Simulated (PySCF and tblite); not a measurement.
The numbers below are computed, except where a source is named.
C4H7N, numbered as in [CH3:1][CH2:2][CH2:3][C:4]#[N:5]. Search: ETKDG and KDG, MMFF94s, GFN2-xTB, 60 starts; geometries at GFN2-xTB. Free energies are PBE0-D3(BJ)/def2-SVP (IEF-PCM, chloroform) single points with GFN2-xTB rigid-rotor and vibrational terms (modes under about 100 cm⁻¹ blended into free rotors). Symmetry numbers and mirror images are counted. Conformers within 3 kcal/mol (GFN2-xTB free energy) were kept, 10 at most. GIAO shieldings: WP04/pcSseg-1 (IEF-PCM, chloroform). Shifts are against TMS (¹H), TMS (¹³C) at the same level. Run with PySCF (density fitting) and tblite.

Torsions listed: C1–C2–C3–C4. Of a mirror pair one member is shown.

```csv
conformer,shape,point group,mirror pair,ΔE(DFT),Δ(G−E) at 298.15 K,δ H3 (ppm)
1,-65°,C1,yes,0.00,0.00,2.49
2,180°,Cs,no,0.06,-0.04,2.33
```

Energies in kcal/mol; the thermal term leaves out symmetry numbers and mirror images.

(1) Work out the weights at 298.15 K and the ¹H shift of H3 under fast exchange.

## Answers

(1) RT = 0.592 kcal/mol. Each conformer gets RT ln(σ/g), with σ the rotational symmetry number and g = 2 for a mirror pair: 1: σ = 1, g = 2, G = 0.00 + 0.00 − 0.41 = -0.41, 0.00 above the lowest, exp(−ΔG/RT) = 1.000; 2: σ = 1, g = 1, G = 0.06 − 0.04 + 0.00 = 0.02, 0.43 above the lowest, exp(−ΔG/RT) = 0.480. The sum is 1.480, so the weights are 67.5, 32.5 %. The averaged shift is 2.44 ppm. At 298.15 K the leading conformer alone gives 2.49 ppm and bare DFT energies give 2.41 ppm.
